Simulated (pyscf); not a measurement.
H₂P–GeH₃ + silylene (SiH₂) [singlet] -> H₃Si–PH–GeH₃ (insertion; singlet surface; H–P broken, P–Si, H–Si formed). Structures and frequencies: ωB97X-D3(BJ)/def2-SVP in PySCF. MP2 and CC: frozen core, UHF for open shells. ΔMP2 is the change of the MP2 total energy from the triple- to the quadruple-zeta basis. Energies in kcal/mol from the separated reactants.

```
level                             barrier  reaction energy
--------------------------------  -------  ---------------
ωB97X-D3(BJ)/def2-TZVP               -2.7            -69.6
PBE/def2-TZVP                       -10.1            -62.9
r²SCAN/def2-TZVP                    -10.3            -67.8
B3LYP-D3(BJ)/def2-TZVP               -4.0            -62.0
ωB97M-D3(BJ)/def2-TZVP                0.5            -60.5
MP2/def2-QZVPP                          …            -67.6
CCSD(T)/def2-TZVPP + ΔMP2(QZVPP)        …                …
```

### Question
Some entries are withheld; supply them.

### Answer

- MP2/def2-QZVPP, barrier: -5.2
- CCSD(T)/def2-TZVPP + ΔMP2(QZVPP), barrier: -1.8
- CCSD(T)/def2-TZVPP + ΔMP2(QZVPP), reaction energy: -62.3

On the reactant side the descent ends in a bound adduct, 9.6 kcal/mol under the separated species and 6.9 kcal/mol under the saddle at ωB97X-D3(BJ)/def2-TZVP. At ωB97X-D3(BJ), PBE, r²SCAN, B3LYP-D3(BJ), MP2, CCSD(T) the saddle lies under the separated reactants, which points to a path from their complex (located at ωB97X-D3(BJ) alone). One saddle was located; it need not be the lowest between these sides. The CCSD(T) − MP2 part came from Ansatz, without density fitting, on the same reference. The frozen core leaves the outer d or s,p core shells of the metals and heavy elements correlated in the MP2 and CC values, and def2-TZVPP describes them poorly, which can shift differences by a few kcal/mol. Elements up to Kr have no core potential and no relativistic terms here.
